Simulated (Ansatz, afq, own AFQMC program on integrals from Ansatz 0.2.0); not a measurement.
AFQMC on a folder of integrals that Ansatz 0.2.0 wrote.

```yaml
crystal:
  periodic: [false, false, false]
  atoms:
    - {symbol: Br, position_ang: [0.000000, 0.000000, 0.000000]}
    - {symbol: H, position_ang: [0.000000, 0.000000, 3.056000]}
basis:
  gaussian: {orbitals: cc-pVDZ}
magnetization: {spin_polarized: true, initial_magnetization: 0}
correlation: {method: ccsd_t, electrons: outside_noble_gas, hamiltonian_folder: ham}
```

```sh
$ ansatz run in.yaml --threads 1 --pin off --events-out ev --progress --plain --max-ram 24576MiB --backend cuda --devices 0, --max-vram 18GiB
```

afq runs on the folder ham with

```
--method phaseless --trial cisd --walkers 4000 --populations 20 --least-time 60 --time-step 0.005 --steps-per-block 50 --equilibration-blocks 40 --max-blocks 4000 --target-error 0.00034 --factor-cut 1e-05 --start spin_pure --seed 406 --release-times 0.24,0.51,0.99,1.62,2.4 --release-step 0.03 --release-every 3 --taylor-order 6
```

Times are imaginary, in 1/Eh. The walk had a cap of 122 s. With eight or more populations the least sampling time is a fifth of least-time, and the error comes from their spread. Filled inner d shells are frozen with the cores.

```
orbitals 18  electrons 4 4  factors 95 of 360
reference energy -2572.86862470 Eh
CCSD correlation -0.10769920 Eh in 12 cycles, weight of the determinant in the CISD state 0.9422
energy of the start -2572.969184 Eh
 block  time / (1/Eh)  mean weight  energy / Eh
     1     0.250  1.0000  -2572.972789
     2     0.500  1.0001  -2572.975572
     3     0.750  1.0000  -2572.977489
     4     1.000  1.0000  -2572.978571
     5     1.250  0.9999  -2572.979148
     8     2.000  1.0001  -2572.980162
    11     2.750  1.0003  -2572.980267
    17     4.250  0.9999  -2572.980751
    23     5.750  0.9999  -2572.980635
    29     7.250  1.0000  -2572.980617
    35     8.750  0.9999  -2572.980331
    41    10.250  0.9999  -2572.980244
    47    11.750  0.9999  -2572.980477
    53    13.250  1.0002  -2572.980517
    59    14.750  1.0001  -2572.980705
    65    16.250  0.9999  -2572.980480
    71    17.750  1.0002  -2572.980376
    77    19.250  0.9997  -2572.979935
    83    20.750  1.0000  -2572.980405
    89    22.250  1.0002  -2572.979946
error from the spread of 20 populations
released: time / (1/Eh)  energy / Eh  error  mean overlap
  0.24  -2572.980512  0.000039  0.9979
  0.51  -2572.980553  0.000043  0.9965
  0.99  -2572.980576  0.000048  0.9958
  1.62  -2572.980674  0.000038  0.9976
  2.40  -2572.980751  0.000055  0.9967
energy -2572.980385 +/- 0.000059 Eh
(rows thinned)
```

Q: Estimate how long the walk took on 1 × NVIDIA H100 80GB HBM3 with 2 threads of AMD EPYC 7R13 Processor (Zen 3) (shared host) (the card was shared).

A: 28 s of wall time.

The run passed its tests (sampling time, drift between the halves within three errors, error under three times the target), which doesn't prove that it has relaxed.

Against this walk (error 1.6 meV) on the same determinant: CCSD(T) 80.7 meV higher, CCSDT(Q) 8.5 meV lower, CCSDTQ 7.1 meV lower, full CI 8.5 meV lower. The error is statistical and leaves out the bias of the constraint. The determinant has ⟨S²⟩ = 0.98, so the low cluster orders mix in higher spin, while the walk starts as a pure singlet. Released to 2.40 1/Eh the energy lies 9.9 ± 2.2 meV (both errors) below the phaseless value, which shows part or all of the bias of the constraint, and full CI lies 1.5 meV above the released value. Full CI is exact here, so the walk's 8 meV above it is the walk's own error: the bias of the constraint with this trial. The determinant is a poor start (see the cautions), so the low cluster orders aren't to be relied on, and full CI is the sure value.

Cautions: constraint bias not in the error; no relativity below Rb; no spin-orbit coupling; inner d shell frozen; unrestricted determinant spin contaminated (⟨S²⟩ 0.98 against 0.00); the CCSDT(Q) amplitudes may be one of several solutions (largest double 0.73); the CCSDTQ amplitudes may be one of several solutions (largest double 0.82).

CCSDT and higher add their correlation energy to the determinant of the CCSD(T) run, since their own runs factorise the integrals more tightly (a shift of under 2 meV). A walk keeps the symmetry of its determinant, which the program's search chose and which needn't be the lowest solution, so a lower state of the same spin and another symmetry isn't excluded.
